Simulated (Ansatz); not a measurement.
# C2H2N2S: the cost of one run

Method: the levels named in each step, in Ansatz 0.2.0.

### Step 1. The structure to begin with

Bond lengths: C1–N2 1.281 Å, N2–N3 1.323 Å, N3–C4 1.281 Å, C1–S5 1.738 Å, C4–S5 1.738 Å, C1–H6 1.071 Å, C4–H7 1.071 Å. Angles: C1–N2–N3 113.6°, N2–C1–S5 114.0°, N2–C1–H6 124.0°, S5–C1–H6 122.0°, N2–N3–C4 113.6°, N3–C4–S5 114.0°, N3–C4–H7 124.0°, S5–C4–H7 122.0°, C1–S5–C4 84.9°.

As a file:

```xyz
7

C    -1.1712   -0.1132   -0.0493
N    -0.6544   -1.2715    0.1277
N     0.6670   -1.2559    0.1982
C     1.1722   -0.0855    0.0749
S    -0.0059    1.1725   -0.1514
H    -2.2237    0.0668   -0.1298
H     2.2228    0.1193    0.1058
```

### Step 2. A rough first relaxation, PBE-D4/def2-SVP

This run stands in another session on the same molecule. It ended at:

```xyz
7

C    -1.1850   -0.1070   -0.0508
N    -0.6724   -1.2995    0.1305
N     0.6853   -1.2834    0.2026
C     1.1859   -0.0790    0.0748
S    -0.0059    1.1776   -0.1520
H    -2.2643    0.0852   -0.1345
H     2.2632    0.1387    0.1055
```

### Step 3. Relaxation, B2PLYP/def2-TZVPP

The input, input.yaml:

```yaml
crystal:
  periodic: [false, false, false]
  atoms:
    - { symbol: C, position_ang: [-1.18502794, -0.10698986, -0.05083242] }
    - { symbol: "N", position_ang: [-0.67243949, -1.2994522, 0.13051384] }
    - { symbol: "N", position_ang: [0.68528333, -1.28339674, 0.20257642] }
    - { symbol: C, position_ang: [1.18594358, -0.07898925, 0.07478137] }
    - { symbol: S, position_ang: [-0.00586532, 1.177633, -0.15198429] }
    - { symbol: H, position_ang: [-2.26431093, 0.08517741, -0.13445153] }
    - { symbol: H, position_ang: [2.26318678, 0.13866764, 0.10551661] }
basis:
  gaussian: { orbitals: def2-TZVPP }
hamiltonian:
  xc: { name: B2PLYP }
relax:
  f_tol: 0.002
  max_steps: 150
```

On the command line:

```
> ansatz run input.yaml --threads 4 --pin off --max-ram 10240MiB --backend cpu --events-out ev --progress --plain --runs-dir out
```

What time and memory should one allow on 4 threads of Arm Neoverse V2, shared host?

About 68 s, with a peak of 0.68 GiB.
